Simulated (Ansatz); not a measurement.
Ansatz (a first-principles code) input:

Ansatz 0.2 input:
```yaml
crystal:
  periodic: [false, false, false]
  atoms:
    - {symbol: S, position_ang: [-1.55175709, 0.11465571, 0.05605209]}
    - {symbol: C, position_ang: [-0.00600553, -0.19561927, -0.38176004]}
    - {symbol: S, position_ang: [1.55400916, -0.04129848, 0.08710793]}
basis:
  gaussian:
    orbitals: def2-TZVPD
hamiltonian:
  xc: {name: B2GP-PLYP}
total_charge: -1
magnetization: {spin_polarized: true, initial_magnetization: 1}
correlation: {electrons: outside_noble_gas}
```

**Question.** What final total energy does it print?

**Answer.** -834.16205 Eh (B2GP-PLYP/def2-TZVPD). The basis has 129 functions.
